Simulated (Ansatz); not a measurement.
We consider CsCl-type TlBr, described by BLYP in Ansatz (plane waves, PAW).

Run with plane-wave cutoff 520 eV, 8×8×8 k mesh, Fermi–Dirac smearing 0.01 eV, scalar-relativistic PAW data made under PBE.

Pressure at four volumes; x = ln(V/36.767 Å³). One pressure is withheld.

```
V (Å³/atom)        x  P (GPa)
-----------  -------  -------
34.561       -0.0619        ?
35.296       -0.0408    0.703
36.767        0.0000    0.001
38.973        0.0583   -0.778
```

Question: Pass a parabola P(x) through the three rows shown, estimate the bulk modulus and its pressure derivative near zero pressure, and predict the withheld pressure.

Answer: Slopes between the rows: (0.001 − (0.703))/(0.0000 − (-0.0408)) = -17.21 and (-0.778 − (0.001))/(0.0583 − (0.0000)) = -13.36 GPa. Their difference over the span 0.0991 is c = 3.85/0.0991 = 38.8 GPa, so P(x) = 0.703 + (-17.21)(x − (-0.0408)) + 38.8 (x − (-0.0408))(x − (0.0000)). At the middle row B = −dP/dx = −[-17.21 + 38.8 × 0.0408] = 15.6 GPa, and B′ = dB/dP = 2c/B = 5.0. At x = -0.0619 the parabola gives 1.117 GPa; the run gives 1.125 GPa. The Birch–Murnaghan fit to the energies at all volumes has B0 = 15.5 GPa and B′ = 5.1.

Note: the cell is over a tenth larger than the published one: the level's own overestimate first of all, though another phase or state, or a fault of the published cell, is possible.

Spin–orbit coupling is not included; it can shift volumes and moduli of such heavy elements.

Ansatz is an electronic-structure program.
